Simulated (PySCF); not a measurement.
System (SMILES): N#N (N2).
Geometry (B3LYP-D3(BJ)/def2-TZVP, fixed):
```
N
N 1 1.0909
```

How fast the mean static polarisability converges with the basis for several methods (PySCF): deviation from each method's own reference, in %. References: HF 11.47 bohr³, the value in aug-cc-pV5Z; PBE 12.17 bohr³, the value in aug-cc-pV5Z; PBE0 11.80 bohr³, the value in aug-cc-pV5Z. All functions are spherical. Density fitting with generated auxiliary sets. No added dispersion term, no relativity. 

| basis | functions | HF | PBE | PBE0 |
|---|---|---|---|---|
| 6-311+G** | 44 | -14.9 | -13.7 | -14.1 |
| 6-311++G(2d,2p) | 54 | -9.1 | -8.8 | -8.8 |
| pcseg-2 | 60 | -11.7 | -13.0 | -12.2 |
| d-aug-cc-pVDZ | 64 | -0.4 | -0.4 | -0.4 |
| aug-pcseg-2 | 92 | -0.4 | -0.4 | -0.5 |
| cc-pVQZ | 110 | -8.7 | -11.4 | -9.9 |
| def2-QZVPP | 114 | -7.6 | -9.3 | -8.3 |
| aug-pcseg-3 | 170 | -0.1 | 0.0 | -0.1 |

Mean absolute deviation over 6-311+G**, 6-311++G(2d,2p), pcseg-2, aug-pcseg-2: PBE0 8.9, PBE 9.0, HF 9.0 %.
